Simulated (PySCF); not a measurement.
# NMR data sheet: Fulvene

```yaml
Formula: C6H6
SMILES: C=C1C=CC=C1
Point_group_of_the_computed_structure: C2v
Degrees_of_unsaturation: 4
Carbon_signals: 4
Proton_signals: 3
```

Bonds (- single, = double, # triple, : aromatic): C1=C2 1.345 Å, C2-C3 1.470 Å, C3=C4 1.354 Å, C4-C5 1.470 Å, C5=C6 1.354 Å, C6-C2 1.470 Å. C1 carries H7, H8; C3 carries H9; C4 carries H10; C5 carries H11; C6 carries H12.

- spin–spin couplings from B3LYP/pcJ-1 (without the spin–dipole term)
- σ from GIAO-PBE0/pcSseg-1
- PBE0-D3(BJ)/def2-SVP geometry
- run in PySCF 2.14.0 with density-fitted response routines
- averaged over atoms made equivalent by symmetry, fast rotation or ring inversion, no solvent model, non-relativistic Hamiltonian, one conformer

References, each an isolated molecule treated in the same way: TMS for 1H and 13C.

| carbon | δC, type | δH (multiplicity, J in Hz) | HMBC from (abs. J ≥ 3 Hz) | span of the C tensor (ppm) |
| --- | --- | --- | --- | --- |
| C1 | 133.7, CH2 | 6.08 (m) | – | 202 |
| C2 | 159.5, C | – | H10/H11, H9/H12 | 219 |
| C3/C6 | 130.6, CH | 6.30 (d, 6.3) | H10/H11, H9/H12, H7/H8 | 195 |
| C4/C5 | 141.4, CH | 6.61 (m) | H10/H11, H9/H12 | 205 |

Selected couplings (Hz, signed; the shortest-range and largest first, 30 at most; isotopes 13C, 1H): 1J(C3,H9) 181.8, 1J(C4,H10) 175.2, 1J(C1,H7) 169.4, 1J(C1,C2) 75.1, 1J(C3,C4) 72.5, 1J(C2,C3) 53.9, 2J(C2,C4) 6.5, 2J(C1,C3) 3.3, 2J(C3,C5) 2.7, 3J(H9,H10) 6.3, 3J(C1,C4) 5.9.

Carbon types of the structure: 1 × C, 4 × CH, 1 × CH2, which accounts for all hydrogens. δC 159.5: fully substituted alkene carbon; as expected for a trigonal carbon in a double bond. δC 141.4, 130.6: alkene CH; as expected for a trigonal carbon in a double bond. δC 133.7: terminal =CH2 carbon; as expected for a trigonal carbon in a double bond. δH 6.61, 6.30: hydrogen on an alkene CH; attached to an sp2 carbon and in the plane of the double bond. δH 6.08: hydrogen on a terminal =CH2 carbon; a vinylic proton, deshielded by the sp2 carbon and the C=C anisotropy.

Multiplet labels drop couplings under 1 Hz and merge nearly equal ones. Couplings among chemically equivalent protons are left out too, so labels in AA′BB′ or AA′XX′ sets are apparent multiplicities. Unscaled 3J(H,H) at this level run about 10 % above measured values. Shifts are as computed. Against solution values, carbons near 30 ppm lie about +2 ppm off and those near 130 ppm about +5 ppm. Of 1211 compounds with measured shifts, 218 miss one by over three times the rms of a fit or turn the order of signals round; such compounds aren't used in these exercises.
